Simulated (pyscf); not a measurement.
PySCF, gas phase, ωB97X-D3(BJ)/def2-SVP geometries. MP2 and CC: frozen core, UHF for open shells. ΔMP2 is the change of the MP2 total energy from the triple- to the quadruple-zeta basis.

### Question
Estimate by transition-state theory (the high-pressure limit) the rate constant of PH₃ + silanone (O=SiH₂) → H₃Si–O–PH₂ (singlet surface; H–P broken, O–P, H–Si formed) at 1200 K, with CCSD(T)/def2-TZVPP + ΔMP2(QZVPP) energies (ideal gas, 1 atm, RRHO with modes under 100 cm⁻¹ raised to 100, one conformer, R ln 2 for chiral ones without a mode under 150 cm⁻¹; no tunnelling).

### Answer
The electronic barrier is 22.0 kcal/mol and the thermal terms add +42.8, so ΔG‡ = 64.8 kcal/mol. With k_BT/h = 2.50e+13 s⁻¹ and RT = 2.385 kcal/mol, and a volume of 1.64e-19 cm³ per molecule at 1 atm, k = 6.5e-18 cm³ molecule⁻¹ s⁻¹. The product is born with the 64 kcal/mol of the reverse barrier and needs collisions to keep. Wigner's tunnelling factor for 695i cm⁻¹ would be 1.03. A shift of 1 kcal/mol in the barrier changes k by a factor 1.5. On the reactant side the descent ends in an adduct with a P–Si contact (not fully relaxed), 17.5 kcal/mol under the separated species and 34.8 kcal/mol under the saddle at ωB97X-D3(BJ)/def2-TZVP. At ωB97X-D3(BJ)/def2-TZVP the barrier from the zero used here is 17.3 kcal/mol. H₃Si–O–PH₂ lies 5.7 kcal/mol over its isomer HO–SiH₂–PH₂ (electronic energy, ωB97M-D3(BJ)/def2-TZVP). One saddle was located; it need not be the lowest between these sides. The CCSD(T) − MP2 part came from Ansatz, without density fitting, on the same reference.
